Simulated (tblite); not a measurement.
Species: 3,3-dimethyloxetane, C5H10O.
Bonds: C1–C2, C2–C3, C2–C4, C4–O5, O5–C6, C2–C6. Hydrogens: H7, H8, H9 on C1; H10, H11, H12 on C3; H13, H14 on C4; H15, H16 on C6.

Computed with GFN2-xTB (tblite), gas phase: L-BFGS steps from a force-field or distance-geometry start until the largest atomic force falls under 0.01 eV/Å.

Geometry at step 2:
```
atom  x, y, z in Å
C1     -1.1365   -0.2621    1.0541
C2     -0.0602    0.0416    0.0232
C3     -0.2232    1.4342   -0.5933
C4      1.3842   -0.2712    0.4645
O5      1.5797   -1.1148   -0.6730
C6      0.1946   -1.0671   -1.0153
H7     -1.1056    0.4619    1.8648
H8     -0.9979   -1.2535    1.4830
H9     -2.1231   -0.2262    0.5992
H10     0.5574    1.6367   -1.3264
H11    -1.1849    1.5213   -1.0943
H12    -0.1682    2.2012    0.1785
H13     1.4709   -0.8398    1.3990
H14     2.0809    0.5688    0.4885
H15    -0.2994   -2.0241   -0.8059
H16     0.0237   -0.7978   -2.0579
```

**Question.** What forces act on the atoms?

**Answer.** 
| atom | Fx (eV/Å) | Fy (eV/Å) | Fz (eV/Å) |
| --- | --- | --- | --- |
| C1 | -0.029 | 0.012 | 0.031 |
| C2 | -0.008 | 0.015 | 0.071 |
| C3 | 0.032 | -0.119 | 0.089 |
| C4 | -0.003 | 0.056 | -0.044 |
| O5 | 0.032 | -0.034 | 0.029 |
| C6 | -0.055 | 0.053 | -0.030 |
| H7 | 0.024 | 0.056 | -0.005 |
| H8 | 0.035 | 0.029 | -0.051 |
| H9 | -0.024 | 0.028 | -0.053 |
| H10 | -0.010 | -0.117 | 0.076 |
| H11 | -0.033 | -0.063 | 0.028 |
| H12 | -0.005 | -0.071 | 0.019 |
| H13 | -0.059 | 0.051 | -0.053 |
| H14 | 0.035 | 0.010 | -0.049 |
| H15 | -0.003 | 0.083 | 0.036 |
| H16 | 0.072 | 0.013 | -0.093 |

The largest, 0.15 eV/Å, acts on C3; the rms over all components is 0.051 eV/Å. The forces sum to zero within rounding, as they must for an isolated molecule in no field.

**Question.** Give the force on C3 in Eh/bohr and in nN.

**Answer.** 0.152 eV/Å ÷ 51.422 = 0.00296 Eh/bohr, and 0.152 eV/Å × 1.602 = 0.24 nN.

**Question.** How far is this geometry from the end of the optimisation?

**Answer.** 0.020 eV above it, and 0.108 Å rms away after alignment. The bonds farthest from their final lengths, with half the difference of the two atoms' forces along the bond (positive lengthens):

| bond | now (Å) | final (Å) | force along bond (eV/Å) |
| --- | --- | --- | --- |
| C2–C3 | 1.532 | 1.521 | -0.07 |
| C4–H13 | 1.097 | 1.094 | 0.00 |
| C6–H16 | 1.090 | 1.094 | +0.02 |
| C6–H15 | 1.097 | 1.094 | -0.02 |
| C2–C4 | 1.542 | 1.540 | -0.02 |
| C3–H10 | 1.090 | 1.088 | -0.01 |

The angle farthest from its final value is C3–C2–C4, 113.5° against 114.8°.

The cost below is that of the whole relaxation. Hardware: one thread of an Intel Xeon 6975P-C, shared host with 192 logical CPUs at a one-minute load of 95. Cost: 0.14 s.
